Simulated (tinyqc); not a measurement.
Inside a calculation. Method: extended Hueckel theory, for HCl. Computed by tinyqc, a small Python program that keeps every step (integrals from PySCF). Settings: charge = 0, K = 1.75, multiplicity = 1. Command: `OMP_NUM_THREADS=1 python tinyqc.py 21722 21723 out.jsonl` (the two numbers bound the seeds that draw the settings). One thread of a shared host (Intel(R) Xeon(R) Processor @ 2.60GHz), about 0.01 s of CPU time with the checks.

## Overlaps

Geometry (angstrom):
```
atom        x        y        z
Cl    0.00000  0.00000  0.00000
H     0.00000  0.00000  1.50100
```

Parameters chosen for this run:
```
element  shell  Slater exponent  H_ii (eV)
H           1s          1.30000  -13.60000
Cl          3s          2.18300  -26.30000
Cl          3p          1.73300  -14.20000
```

Slater orbitals, each expanded in six Gaussians scaled to its exponent.

overlap S, order 1Cl 3s, 1Cl 3px, 1Cl 3py, 1Cl 3pz, 2H 1s:
```
[[1.00000, 0.00000, 0.00000, 0.00000, 0.28824],
 [0.00000, 1.00000, 0.00000, 0.00000, 0.00000],
 [0.00000, 0.00000, 1.00000, 0.00000, 0.00000],
 [0.00000, 0.00000, 0.00000, 1.00000, 0.44005],
 [0.28824, 0.00000, 0.00000, 0.44005, 1.00000]]
```

## Wolfsberg-Helmholz matrix

diagonal H_ii (eV): [-26.30000, -14.20000, -14.20000, -14.20000, -13.60000]

K = 1.75000

H_ij = K' S_ij (H_ii + H_jj)/2 for i != j (the diagonal keeps H_ii), with K' = 1.75.

H (eV), order 1Cl 3s, 1Cl 3px, 1Cl 3py, 1Cl 3pz, 2H 1s:
```
[[-26.30000, 0.00000, 0.00000, 0.00000, -10.06316],
 [0.00000, -14.20000, 0.00000, 0.00000, 0.00000],
 [0.00000, 0.00000, -14.20000, 0.00000, 0.00000],
 [0.00000, 0.00000, 0.00000, -14.20000, -10.70421],
 [-10.06316, 0.00000, 0.00000, -10.70421, -13.60000]]
```

## Orbitals

valence electrons = 8

Solve H C = S C e through S^(-1/2); fill by pairs from the bottom, a degenerate level sharing its electrons equally; each orbital has its largest coefficient positive (the first on a tie).

orbital energies (eV): [-26.72697, -16.37008, -14.20000, -14.20000, -1.98328]

occupations: [2.00000, 2.00000, 2.00000, 2.00000, 0.00000]

coefficients, order 1Cl 3s, 1Cl 3px, 1Cl 3py, 1Cl 3pz, 2H 1s:
```
[[0.93870, -0.24068, 0.00000, 0.00000, -0.41927],
 [0.00000, 0.00000, 0.71843, -0.69560, 0.00000],
 [0.00000, 0.00000, 0.69560, 0.71843, 0.00000],
 [-0.01433, 0.72131, 0.00000, 0.00000, -0.86443],
 [0.16987, 0.44716, 0.00000, 0.00000, 1.07415]]
```

sum of one-electron energies = -142.99409 eV

Within a degenerate level the vectors are fixed only up to a rotation; this is one choice.

## Mulliken analysis

P = C n C^T; charge = valence electrons (H 1, Cl 7) minus the sum of (P S)_ii on the atom; overlap population = 2 sum P_ij S_ij between two atoms.

charges: [-0.23077, 0.23077]

Overlap populations:
```
pair     value
2-1   0.623220
```
